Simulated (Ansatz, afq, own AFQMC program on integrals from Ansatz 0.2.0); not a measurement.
**BH3S, triplet in cc-pVTZ, levels against AFQMC with the constraint released**

```json
{"atom": "B", "x (Å)": "-2.0840", "y (Å)": "0.0000", "z (Å)": "0.0000"}
{"atom": "H", "x (Å)": "-2.6808", "y (Å)": "1.0336", "z (Å)": "0.0000"}
{"atom": "H", "x (Å)": "-2.6808", "y (Å)": "-1.0336", "z (Å)": "0.0000"}
{"atom": "H", "x (Å)": "-0.6610", "y (Å)": "0.0000", "z (Å)": "0.0000"}
{"atom": "S", "x (Å)": "0.8920", "y (Å)": "0.0000", "z (Å)": "0.0000"}
```

Connectivity, by distances: BH2 ··· S, 1 bridging H.

Basis cc-pVTZ. Only valence electrons are correlated. Integrals, coupled cluster, full CI and functionals: Ansatz 0.2.0; the random walks run on the same integrals in our own AFQMC program. ph-AFQMC/CISD is guided by a CISD state made of CCSD amplitudes; releasing the constraint for a short imaginary time cuts its bias at the price of noise, slowly where states lie close. Uncertainties: one standard error, sampling alone.

Determinant: UHF, the one that the program's search chose, which needn't be the lowest solution. The geometry is a point of a scan.

No full CI on the walks' own integrals is used here. The released AFQMC energy serves as the reference, which it does only where one determinant dominates, the energy is flat over the last release times and near the phaseless one (40 meV or 2 meV an electron, half that with transition metals). On small molecules, where full CI could be run and the noise was under 10 meV, such values lay within 10 meV of it in 19 cases of 20, a flattering rate, since the rule was set on those same cases; what remains of the bias isn't in the error bar.

Cautions: lower spins were not checked; the released value is read at 2.40 1/Eh (meV from the phaseless value at times in 1/Eh: -12 ± 5 at 0.24, -10 ± 5 at 0.51, -22 ± 3 at 0.99, -26 ± 6 at 1.62, -24 ± 8 at 2.40).

- T1 diagnostic: 0.0149
- weight of the determinant in the CISD state: 0.868
- ⟨S²⟩ of the determinant: 2.037
- size of the correlated space: 12 electrons in 100 orbitals

Reference: AFQMC with the constraint released, correlation energy -8.253 ± 0.008 eV.

| level | E − E(reference) (kJ/mol) | share of correlation (%) |
| --- | --- | --- |
| HF | 796.3 ± 0.8 | 0.00 |
| MP2 | 143.7 ± 0.8 | 81.95 |
| CCSD | 31.2 ± 0.8 | 96.08 |
| CCSD(T) | 4.6 ± 0.8 | 99.42 |
| ph-AFQMC/CISD | 2.3 ± 1.0 | 99.71 |

A walk keeps the symmetry of its determinant, which the program's search chose and which needn't be the lowest solution, so a lower state of the same spin and another symmetry isn't excluded. Released energies are given only where the last usable release times agree within the noise; a slower fall can still hide under it.
